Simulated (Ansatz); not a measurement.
**[CH3···H···Si], triplet: reading a ladder of total energies**

Geometry: a point of a hydrogen-transfer path between rigid fragments, not a stationary point.

```xyz
6

C    -1.8545    0.0000    0.0000
H    -2.2177    1.0273    0.0000
H    -2.2177   -0.5137    0.8897
H    -2.2177   -0.5137   -0.8897
H    -0.5495    0.0000    0.0000
Si    1.0515    0.0000    0.0000
```

Basis cc-pVDZ; Ansatz 0.2.0. Only valence electrons are correlated (noble-gas cores frozen), which leaves 12 electrons in 46 orbitals. Prefix R: restricted or restricted open-shell reference; prefix U: unrestricted.

Full CI isn't at hand for all of this; UCCSDT(Q) serves as the reference, and is uncertain by about the last step of the cluster series.

Runs differ by some tens of microhartree through their thresholds and, for an open shell, their frozen cores, so steps under 0.03 kcal/mol mean nothing.

```csv
level,total energy (hartree)
UHF,-329.000914
UMP2,-329.220189
UCCSD,-329.261269
UCCSD(T),-329.268492
UCCSDT,-329.269534
UCCSDT(Q),-329.269892
```

Question: What is the correlation energy at UCCSDT(Q), and what share of it do UMP2 and UCCSD recover?

Answer: E(corr) = -329.269892 − (-329.000914) = -0.268978 hartree = -7.319 eV. UMP2: -0.219275 / -0.268978 = 81.52 %. UCCSD: -0.260355 / -0.268978 = 96.79 %.

Question: By how many kcal/mol does UCCSD(T) miss UCCSDT(Q) (1 hartree = 627.509 kcal/mol), and which steps make up the rest?

Answer: -329.268492 − (-329.269892) = 0.001400 hartree = 0.88 kcal/mol. Steps: UCCSDT − UCCSD(T) = -0.65, UCCSDT(Q) − UCCSDT = -0.22 kcal/mol. Differences between like states or geometries often cancel part of this.
